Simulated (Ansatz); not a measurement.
# Scan of [NH₂···H···H], doublet

Starting geometry:

```tsv
atom	x (Å)	y (Å)	z (Å)
N	-0.1499	-0.0316	-0.0492
H	-0.4471	0.9362	-0.0492
H	-0.4471	-0.4339	0.8311
H	0.8626	-0.0316	-0.0492
H	2.1141	-0.0316	-0.0492
```

From there H4 is moved from one fragment to the other while all else, the fragments' distance too, stays fixed, so the hump isn't the reaction's barrier; atoms are numbered as listed. Energies are in eV, counted from the starting geometry at the same level. Kohn–Sham curves are unrestricted where that lies lower.

Basis 6-31G; Ansatz 0.2.0. Only valence electrons are correlated (noble-gas cores frozen).

In so small a basis the reference is far from its limit while semilocal and hybrid functionals are nearer theirs (RPA and double hybrids share much of the reference's basis error), so the functionals' errors here hold much of the reference's basis and frozen-core error, which can add to them or hide them.

Full CI is exact within this basis and frozen core; it isn't the basis-set limit.

```
distance N1-H4 (Å)  full CI     PBE  r2SCAN   PBE0   B3LYP  r2SCANh  BHLYP  wB97M-V  B2PLYP  RPA-PBE
             0.942    0.145   0.221   0.201  0.171   0.193    0.188  0.140    0.168   0.161    0.178
             1.012    0.000   0.000   0.000  0.000   0.000    0.000  0.000    0.000   0.000    0.000
             1.085    0.059  -0.033  -0.008  0.022  -0.006    0.006  0.051    0.026   0.035    0.010
             1.157    0.209   0.022   0.074  0.128   0.070    0.102  0.180    0.137   0.156    0.099
             1.230    0.353   0.094   0.165  0.233   0.149    0.205  0.293    0.245   0.277    0.187
             1.302    0.418   0.141   0.213  0.285   0.182    0.256  0.328    0.293   0.333    0.224
             1.374    0.387   0.158   0.211  0.278   0.165    0.248  0.279    0.271   0.313    0.202
             1.447    0.303   0.170   0.191  0.248   0.128    0.215  0.190    0.218   0.252    0.148
             1.519    0.252   0.233   0.217  0.262   0.138    0.226  0.144    0.207   0.228    0.127
```

Question: Judged by the spread of the error over the points with a reference (largest less smallest), which of these follows full CI best and which worst?

Answer: Subtracting the full CI column from each: best B2PLYP (errors from -0.084 to 0.016, spread 0.100 eV), worst PBE (from -0.276 to 0.076, spread 0.352 eV). Functionals and wave-function methods converge differently with the basis, so part of this is basis effect.
